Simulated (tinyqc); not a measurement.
A ladder of methods, and size consistency: correlation methods against full CI in the sto-3g basis, for LiH, spin multiplicity 1. Computed by the program tinyqc with PySCF. 

Geometry (angstrom):
```
atom       x       y       z
Li    0.0000  0.0000  0.0000
H     0.0000  0.0000  1.8420
```

RHF energy of one = -7.846464 hartree

All electrons correlated; +Q is the Davidson correction (1 - c0^2) E_corr. The last columns treat two copies 100 angstrom apart as one system. FCI is the lowest singlet.

Correlation energies (hartree):
```
method   E_corr of one  share of FCI (%)  E_corr of two at 100 angstrom  two minus twice one (mhartree)
MP2           -0.01534            60.012                       -0.03067                       -3.60e-05
CISD          -0.02554            99.930                       -0.04931                           1.769
CISD+Q        -0.02652           103.751                       -0.05253                           0.499
CCSD          -0.02554            99.944                       -0.05108                       -8.36e-05
CCSD(T)       -0.02555            99.989                       -0.05111                       -8.33e-05
FCI           -0.02556           100.000                              -                               -
```

MP2 recovers 60 %, CISD 99.9 % and CCSD 99.9 % of the FCI value (c0^2 = 0.962 in CISD). MP2 and coupled cluster are size consistent, so their last column vanishes but for a trace of long-range electrostatics; CISD loses 1.77 mhartree, since a double excitation on each copy is a quadruple of the pair, and the Davidson correction leaves +0.50.
